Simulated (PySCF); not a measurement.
# Bonding in `C[CH2][AlH2]`

Compound: C₂H₇Al.
Atom-mapped SMILES: `[CH3:1][CH2:2][AlH2:3]` (hydrogens: H4, H5, H6 on C1; H7, H8 on C2; H9, H10 on Al3)

Cartesian coordinates in Å at the PBE0-D3(BJ)/def2-SVP level; atoms count from 1:
```xyz
10
C2H7Al angstrom
C     -1.2214   -0.0482    0.5450
C     -0.1953    0.2598   -0.5444
Al     1.6840   -0.1771   -0.1747
H     -2.2473    0.2238    0.2458
H     -1.0039    0.4963    1.4781
H     -1.2349   -1.1192    0.8043
H     -0.2285    1.3324   -0.8189
H     -0.4626   -0.2571   -1.4872
H      2.1225   -0.8641    1.1972
H      2.7961    0.1581   -1.2679
```

Bond orders from the PBE0/pcSseg-1 density (PySCF). Geometry: PBE0-D3(BJ)/def2-SVP, one conformer, isolated molecule.

Where do the orders between heavy atoms depart from those drawn in the SMILES?

The largest departure is 0.134, at C2–Al3 (drawn single, 0.866). Drawn single, order below 0.88: C2–Al3 (0.866).

Set the Mayer orders of the bonds beside their lengths.

```tsv
bond	drawn as	length (Å)	Mayer order
C1–C2	single	1.528	1.032
C2–Al3	single	1.965	0.866
C1–H4	single	1.103	0.969
C1–H5	single	1.102	0.969
C1–H6	single	1.102	0.968
C2–H7	single	1.108	0.945
C2–H8	single	1.108	0.945
Al3–H9	single	1.596	0.901
Al3–H10	single	1.595	0.902
```

Sum the orders of all bonds at each heavy atom with more than one neighbour and set the sums beside the valence in the SMILES.

C1 3.938 (drawn 4), C2 3.788 (drawn 4), Al3 2.669 (drawn 3). Orders between atoms that aren't bonded are not in these sums.

Mayer orders depend on the basis set.
